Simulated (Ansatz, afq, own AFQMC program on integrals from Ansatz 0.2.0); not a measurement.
## BSiH₂, doublet → BSiH2⁺, singlet

| atom | x (Å) | y (Å) | z (Å) |
| --- | --- | --- | --- |
| Si | 0.0000 | -0.0053 | 0.5948 |
| B | 0.0000 | -0.0779 | -1.2479 |
| H | 0.0000 | 1.1505 | -0.7602 |
| H | 0.0000 | -0.1670 | -2.4296 |

Connectivity, by distances: Si–BH, 1 bridging H.

E(singlet, charge +1) − E(doublet, charge +0) at this geometry, on UHF and RHF determinants.

Basis cc-pVTZ. Only valence electrons are correlated. Ansatz 0.2.0 and our own AFQMC program on the same integrals; the CISD trial comes from CCSD amplitudes, and released means the phaseless constraint is let go. ± is one standard error of the sampling. The errors of all members are added in quadrature.

No full CI on the walks' own integrals is used here; CCSDT(Q) serves as the reference and is uncertain by about the last step of the cluster series. Each member takes its own surest rung, up to full CI.

The best estimate is CCSD(T) at the basis-set limit (CBS: def2-TZVPP and def2-QZVPP, with their diffuse functions for anions and beside diffuse sets, CCSD(T) itself extrapolated) plus the step from CCSD(T) to CCSDT(Q) in cc-pVTZ. Rows without CBS are in cc-pVTZ; B2PLYP and the wave-function rows carry a basis error of their own. Core correlation and relativity beyond core potentials are missing, and ± holds the sampling alone.

Cautions: BSiH₂ (doublet): the ph-AFQMC/CISD walk drifts between its halves (2.0 errors), its ph-AFQMC/CISD value lies 30 ± 5 meV above CCSDT(Q); BSiH₂⁺ (singlet): restricted determinant unstable towards unrestricted (UHF 230 meV lower, ⟨S²⟩ 0.67).

| level | vertical ionization energy (kJ/mol) |
| --- | --- |
| MP2 | 846.3 |
| wB97M-V | 837.9 |
| CCSD | 836.4 |

(1) From these cheaper values, estimate the vertical ionization energy at the level of the best estimate.

(1) 852.5 kJ/mol (best estimate, highest rung CCSDT(Q)).

```csv
level,vertical ionization energy (kJ/mol),error against the best estimate (kJ/mol)
HF,777.3,-75.2
CCSD(T),845.6,-6.9
CCSDT,846.2,-6.3
CCSDT(Q),846.8,-5.7
ph-AFQMC/CISD,845.3 ± 0.6,-7.2 ± 0.6
released AFQMC,846.0 ± 0.7,-6.5 ± 0.7
HF/CBS,776.9,-75.6
MP2/CBS,851.5,-1.0
CCSD(T)/CBS,851.2,-1.3
```

Correlation beyond CCSD(T) adds 1.3 kJ/mol. Going to the basis-set limit adds 5.7 kJ/mol at CCSD(T). The perturbative (T) step is worth +9.2 kJ/mol.

Best estimates are given only where the step beyond CCSD(T) is under 0.3 eV and no member's determinant is very poor (T1 over 0.05, or 0.07 for open shells, ⟨S²⟩ too high by 0.3, two states mixed), so the hardest cases are missing from such tables.

The functionals ran in a triple-zeta set and keep a basis error of their own, a few kJ/mol for each bond in atomization energies and more for double hybrids, so close places among them and the extrapolated levels can swap.

CCSDT and higher add their correlation energy to the determinant of the CCSD(T) run, since their own runs factorise the integrals more tightly (a shift of under 2 meV). Each member of a difference takes its own highest rung, so a best estimate needn't equal the limit plus the step of one row. A walk keeps the symmetry of its determinant, which the program's search chose and which needn't be the lowest solution, so a lower state of the same spin and another symmetry isn't excluded. Released energies are given only where the last usable release times agree within the noise; a slower fall can still hide under it.
